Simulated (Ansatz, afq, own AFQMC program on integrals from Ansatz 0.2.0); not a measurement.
**BO, doublet in 6-31G along one coordinate**

```json
{"atom": "B", "x (Å)": "0.0000", "y (Å)": "0.0000", "z (Å)": "0.0000"}
{"atom": "O", "x (Å)": "0.0000", "y (Å)": "0.0000", "z (Å)": "1.2006"}
```

The B1–O2 distance is changed with both sides rigid. Energies in kJ/mol count from this geometry (1.201 Å) at the same level; the start stands on ROHF, each point on the determinant named.

Basis 6-31G. Noble-gas cores (and the filled d shells of Ga–Kr and In–Xe) are frozen. AFQMC by an in-house program on the Cholesky factors that Ansatz 0.2.0 writes for its CCSD(T) run. ph-AFQMC/CISD is guided by a CISD state made of CCSD amplitudes; releasing the constraint for a short imaginary time cuts its bias at the price of noise, slowly where states lie close. Uncertainties: one standard error, sampling alone.

Cautions, each for one point or more: (T) is large; a spin-contaminated unrestricted determinant lies lower; cluster runs in doubt by the program's own checks; strong correlation; the search met a lower determinant of the same kind, perhaps of another symmetry; the search met a lower determinant of the same kind, perhaps of another symmetry, and this one is a saddle point; unrestricted determinant spin contaminated.

```csv
r(B1–O2) / Å,det.,T1,weight,⟨S²⟩,B3LYP,CCSD,CCSD(T)
1.080,UHF,0.024,0.93,0.79,110.8,123.1,129.0
1.335,UHF,0.052,0.87,0.95,32.8,23.7,19.2
1.652,ROHF,0.131,0.63,pure,294.1,270.6,254.2
2.167,ROHF†,0.049,0.84,pure,515.3,481.8,482.3
3.224,ROHF,0.191,0.46,pure,695.4§,649.7,655.4
```

Q: Estimate the curve of full CI, counted from the same start.

A: 
```tsv
r(B1–O2) / Å	det.	T1	weight	⟨S²⟩	FCI	ph-AFQMC/CISD	released AFQMC	CCSDT(Q)
1.080	UHF	0.024	0.93	0.79	129.4	128.2 ± 0.6	129.3 ± 0.4	128.9
1.335	UHF	0.052	0.87	0.95	14.5	15.9 ± 0.6	14.8 ± 0.5	12.5
1.652	ROHF	0.131	0.63	pure	244.7	253.7 ± 1.0	–	240.1
2.167	ROHF†	0.049	0.84	pure	477.5	483.5 ± 0.8	–	477.2
3.224	ROHF	0.191	0.46	pure	652.1	667.3 ± 0.8	–	651.7
```

Weight is that of the determinant in the CISD state; at the start T1 is 0.035 and the weight 0.90. A dagger marks points whose determinant fills other symmetries than the start's, so the wave-function levels may follow another state there, or a degenerate partner. Symmetry can't show for every point that it stays on the start's state. A dash marks a missing value, a released energy that hasn't settled or a functional that sits on another state. § marks a functional whose ⟨S²⟩ is too high by over 0.1. Largest departures from full CI: CCSD(T) 9.5 kJ/mol at 1.652 (on ROHF), ph-AFQMC/CISD 15.1 kJ/mol at 3.224 (on ROHF), released AFQMC 0.3 kJ/mol at 1.335 (on UHF) (within the noise), CCSDT(Q) -4.6 kJ/mol at 1.652 (on ROHF), B3LYP 49.4 kJ/mol at 1.652, CCSD 25.9 kJ/mol at 1.652 (on ROHF). Functionals count only at points shown to share the start's state and spin. In this small basis the wave-function levels are far from their limit, so their gap to the functionals isn't the functionals' error.

CCSDT and higher add their correlation energy to the determinant of the CCSD(T) run, since their own runs factorise the integrals more tightly (a shift of under 2 meV). A walk keeps the symmetry of its determinant, which the program's search chose and which needn't be the lowest solution, so a lower state of the same spin and another symmetry isn't excluded. Released energies are given only where the last usable release times agree within the noise; a slower fall can still hide under it.
